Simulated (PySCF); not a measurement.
All values below come from PBE-D3(BJ)/def2-TZVP // PBE0-D4/def2-TZVP (PySCF). All species are isolated molecules in the gas phase. Excitations are Tamm–Dancoff values on a coarser integration grid. The basis has no diffuse functions, so Rydberg states are missing or too high.

Reference species (SMILES): `N#N` (neutral, multiplicity 1).

| Item | Result |
|---|---|
| T1 excitation (TDA) | 7.61 eV |
| LUMO | -1.77 eV |
| HOMO–LUMO gap | 8.44 eV |

After one change: the T1 excitation (TDA) falls by 1.88 eV; the LUMO goes up by 1.04 eV; the HOMO–LUMO gap drops by 1.66 eV.

Problem. What was changed between the two runs? The new species is one of these.
(A) `[C-]#[NH+]`
(B) `[Si-]#[S+]`
(C) `[C-]#[O+]`
(D) `[C-]#[S+]`

Solution. A, `[C-]#[NH+]`
